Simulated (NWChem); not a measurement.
Correlation energy of hydroxide (HO (-1))

```xyz
2

O      0.0000     0.0000     0.1090
H      0.0000     0.0000    -0.8717
```
Charge -1, spin multiplicity 1.

All runs are NWChem calculations. Structure: optimised with PBE0/def2-SVP, a minimum by its harmonic frequencies.

Basis set: def2-TZVPD. Each correlation energy counts from its own Hartree-Fock reference.

The correlated methods keep 1 core orbital frozen. The anion's geometry comes from a basis without diffuse functions. No row is a measurement; the coupled-cluster row has its own basis-set and correlation limits.

```csv
method,correlation energy (mHa)
MP2,-281.5
SCS-MP2,-274.6
CR-CCSD[T],-288.3
CR-CCSD(T),[?]
CCSD,-277.5
CCSD+T(CCSD),[?]
CCSD(T),[?]
```

### Question
Complete the blanks.

### Answer

- CR-CCSD(T), correlation energy (mHa): -287.2
- CCSD+T(CCSD), correlation energy (mHa): -290.5
- CCSD(T), correlation energy (mHa): -289.1
